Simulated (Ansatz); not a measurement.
Reaction (atomization): `NCCS` → 2 C• + 7 H• + N• + S•

Isolated molecules relaxed with PBE0-D4/def2-TZVP in Ansatz; ΔE leaves out vibrations. CCSD(T)/CBS is the MP2 limit (def2-TZVPP, def2-QZVPP) plus CCSD(T) − MP2 in def2-TZVPP, frozen cores. This one scheme is used for every species, atoms too. DFT in def2-TZVPP. B3LYP here is the variant with VWN-RPA as its local correlation; programs differ in this. HSE06 is defined as in plane-wave codes. No spin–orbit coupling; open shells (•) take unrestricted orbitals. Spin–orbit coupling would lower the free atoms: a little for C, S. Each species was taken in one conformer, which may not be the lowest.

(1) What is ΔE at CCSD(T)/CBS? (An estimate is asked.)

(2) What do these levels give: PBE-D4, BLYP-D4, PBE0-D4, B3LYP-D4, HSE06-D4, CAM-B3LYP-D4, ωB97M-V, B2PLYP, HSE06, CCSD(T)/def2-SVP, SCS-MP2/def2-TZVPP, HF/def2-QZVPP? (An estimate is asked.)

Largest T1 diagnostic among the species: 0.010.

Answers

(1) The calculation gave: +3921.1 kJ/mol.

(2) Computed: PBE-D4 4005.1, BLYP-D4 3917.8, PBE0-D4 3938.6, B3LYP-D4 3927.0, HSE06-D4 3941.4, CAM-B3LYP-D4 3937.7, ωB97M-V 3941.5, B2PLYP 3875.5, HSE06 3926.2, CCSD(T)/def2-SVP 3694.5, SCS-MP2/def2-TZVPP 3852.0, HF/def2-QZVPP 2790.5 kJ/mol.

From BLYP to BHLYP (50 % exact exchange), in def2-TZVPP and without D4, ΔE moves by −81.9 kJ/mol: exact exchange takes away binding that semilocal exchange gives to molecules. In def2-TZVPP, CCSD(T) changes the Hartree–Fock value by +1027.9 kJ/mol (the triples alone add +56.1 kJ/mol) and MP2 by +1061.2 kJ/mol; breaking electron pairs costs correlation energy, which Hartree–Fock lacks. At CCSD(T), def2-SVP lies −226.6 kJ/mol from the extrapolated value and def2-TZVPP −107.6 kJ/mol: correlation converges slowly with the basis, and small sets miss more of it in the bonded molecule than in its fragments.

For atomizations the MP2-based limit and the directly extrapolated one differ by several kJ/mol either way, and by 10 to 25 for some Ge, Se and Sn compounds, so smaller differences from it don't rank the levels.
